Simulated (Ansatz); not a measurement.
# H₃O (doublet): wave-function methods side by side at distance O1–H3 along a hydrogen transfer = 1.365 Å, 6-31G

Aim: climb from Hartree-Fock through coupled cluster and multireference methods for H₃O (doublet) at one geometry and basis, and see what each rung misses.

The runs use Ansatz 0.2.0, Gaussian basis; 6-31G, core rule «outside noble gas», up to 1 orbitals frozen.

The runs, in order: UHF; CCSD(T) on ROHF; CCSD(T) on UHF; BCCD(T) on ROHF; CISD; CCSDT(Q) on ROHF; CCSDT(Q) on UHF; CISDTQ; CCSDTQ on ROHF; CCSDTQ on UHF; CASSCF and MRCISD+Q, 3 electrons in 3 orbitals; CASSCF and NEVPT2, 3 electrons in 3 orbitals; CASSCF and MRCISD+Q, 9 electrons in 7 orbitals; CASSCF and NEVPT2, 9 electrons in 7 orbitals; Full CI.

10 further runs of the same task are left out: 2 for a mislabelled method, 4 that didn't finish, 4 set aside as unsound or not needed.

## Step 1: What is computed

The geometry derives from fragments relaxed apart (PBE0/def2-TZVP) and kept rigid, so it is no stationary point. A hydrogen atom is moved between rigid fragments.

4 atoms, charge 0, spin multiplicity 2.

Atoms are counted from 1 here; the program's logs count them from 0.

Bond lengths: O1–H2 0.960 Å, H3–H4 0.812 Å.

Coordinates:

```xyz
4
charge 0, multiplicity 2
O    -0.17446   -0.04909    0.00000
H    -0.42377    0.87748    0.00000
H     1.19054   -0.04909    0.00000
H     2.00254   -0.04909    0.00000
```

## Step 2: UHF

The input, in.yaml:

```yaml
crystal:
  periodic: [false, false, false]
  atoms:
    - {symbol: O, position_ang: [-0.174462, -0.049094, 0.000000]}
    - {symbol: H, position_ang: [-0.423772, 0.877481, 0.000000]}
    - {symbol: H, position_ang: [1.190538, -0.049094, 0.000000]}
    - {symbol: H, position_ang: [2.002538, -0.049094, 0.000000]}
basis:
  gaussian: {orbitals: 6-31G}
magnetization: {spin_polarized: true, initial_magnetization: 1}
hamiltonian: {xc: hf}
output: {orbitals: {seedname: orbitals}}
```

Launch:

```console
$ ansatz run in.yaml --threads 1 --pin off --events-out ev --progress --plain --max-ram 2393MiB
```

After this run come: CCSD(T) on ROHF; CCSD(T) on UHF; BCCD(T) on ROHF; CISD; CCSDT(Q) on ROHF; CCSDT(Q) on UHF; CISDTQ; CCSDTQ on ROHF; CCSDTQ on UHF; CASSCF and MRCISD+Q, 3 electrons in 3 orbitals; CASSCF and NEVPT2, 3 electrons in 3 orbitals; CASSCF and MRCISD+Q, 9 electrons in 7 orbitals; CASSCF and NEVPT2, 9 electrons in 7 orbitals; Full CI.

Q: Predict the results of all the runs planned. Wanted: FCI below the RHF energy; RMP2 from FCI; UMP2 from FCI; RCCSD from FCI; RCCSD(T) from FCI; UCCSD(T) from FCI; RCCSDT(Q) from FCI; UCCSDT(Q) from FCI; NEVPT2 pair from FCI.

The runs gave:

```
                         quantity                                                                                                          value
         FCI below the RHF energy                                                                                                     -3.8010 eV
                    RMP2 from FCI                                                                                                     +589.2 meV
                    UMP2 from FCI                                                                                                     +534.7 meV
                   RCCSD from FCI                                                                                                      +48.6 meV
                RCCSD(T) from FCI                                                                                                      +13.8 meV
                UCCSD(T) from FCI                                                                                                      +13.6 meV
               RCCSDT(Q) from FCI                                                                                                       +0.3 meV
               UCCSDT(Q) from FCI                                                                                                       +0.1 meV
             NEVPT2 pair from FCI                                                                                                     +346.3 meV
           MRCISD+Q pair from FCI                                                                                                      +62.0 meV
          NEVPT2 valence from FCI                                                                                                     +397.7 meV
levels within 1 kcal/mol (43 meV)  RCCSD(T), UCCSD(T), BCCD(T), RCCSDT, UCCSDT, CISDTQ, RCCSDT(Q), UCCSDT(Q), RCCSDTQ, UCCSDTQ, MRCISD+Q valence
                    T1 diagnostic                                                                                                          0.037
   effectively unpaired electrons                                                                                                           1.02
```

RCCSD(T) misses by +13.8 meV, 0.4 % of the correlation energy. One determinant dominates. Of the multireference levels listed MRCISD+Q valence comes nearest in total energy (+35.0 meV), which doesn't show that its space is the better one. These misses are within one basis, not against nature; the frozen cores of restricted and unrestricted runs differ, which can shift their rows.
